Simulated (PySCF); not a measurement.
Gas-phase reaction: SiCl₃F → SiCl + 2 Cl + F

Method: PySCF energies plus ideal-gas RRHO corrections (1 bar). † marks an energy on the PBE0/def2-TZVP geometry and frequencies; other levels use their own. CCSD(T) freezes the core. 6-31G* has spherical d functions here. Open shells (unrestricted): SiCl (multiplicity 2), Cl (multiplicity 2), F (multiplicity 2); the rest are closed-shell singlets. Spin-orbit splitting is ignored; it lowers the true energy and changes the entropy of SiCl, Cl, F. B3LYP is the form with VWN-RPA correlation. CCSD(T) isn't extrapolated to the basis-set limit.

```
level                ΔH°(298 K), kJ
-------------------  --------------
B3LYP/6-31G*                      …
CCSD(T)/def2-SVP†                 …
CCSD(T)/def2-TZVPP†            1323
M06-2X/def2-TZVP†              1365
PBE0/def2-QZVP†                1342
PBE0/def2-SVP†                 1309
PBE0/def2-TZVP                    …
LDA/def2-TZVP†                    …
```

Question: What belongs in the gaps?

Answer: 
- B3LYP/6-31G*, ΔH°(298 K), kJ: 1262
- CCSD(T)/def2-SVP†, ΔH°(298 K), kJ: 1229
- PBE0/def2-TZVP, ΔH°(298 K), kJ: 1340
- LDA/def2-TZVP†, ΔH°(298 K), kJ: 1563
